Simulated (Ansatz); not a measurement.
**CHAlO (triplet): the correlation ladder, def2-QZVPP**

One table from this session's results is given with a row withheld; the runs are named, their logs left out.

Method: def2-QZVPP, core rule «outside noble gas», up to 7 orbitals frozen; program: Ansatz 0.2.0, Gaussian basis.

The runs, in order: UHF; ROHF; CCSD(T) on UHF.

2 further runs of the same task are left out: 2 set aside as unsound or not needed.

### The system

The geometry is a PBE0/def2-TZVP stationary point (not a proven minimum).

4 atoms, charge 0, spin multiplicity 3.

Atoms are counted from 1 here; the program's logs count them from 0.

Bond lengths: Al1–C2 1.926 Å, Al1–H4 1.582 Å, C2–O3 1.150 Å. Angles: C2–Al1–H4 114.0°, Al1–C2–O3 172.0°.

The first run:

File in.yaml:

```yaml
crystal:
  periodic: [false, false, false]
  atoms:
    - {symbol: Al, position_ang: [0.000000, -0.106146, 1.272497]}
    - {symbol: C, position_ang: [0.000000, 0.083663, -0.643702]}
    - {symbol: O, position_ang: [0.000000, 0.036255, -1.792225]}
    - {symbol: H, position_ang: [0.000000, 1.269000, 2.055591]}
basis:
  gaussian: {orbitals: "def2-QZVPP.json"}
magnetization: {spin_polarized: true, initial_magnetization: 2}
hamiltonian: {xc: hf}
output: {orbitals: {seedname: orbitals}}
```

Command:

```sh
ansatz run in.yaml --threads 1 --pin off --events-out ev --progress --plain --max-ram 2393MiB
```

Among the steps run: UHF; ROHF; CCSD(T) on UHF.

One table of the session follows, with a row left open; its other results are not shown here.

| method | from UCCSD(T) (meV) |
| --- | --- |
| ROHF | +13140.7 |
| UHF | +13050.6 |
| UMP2 | ? |
| UCCSD | +621.0 |
| UCCSD(T) | 0 |

Estimate the missing values for UMP2.

**Answer.** from UCCSD(T) (meV): +882.9. In the column «from UCCSD(T) (meV)» it lies between UCCSD (+621.0) and UHF (+13050.6).
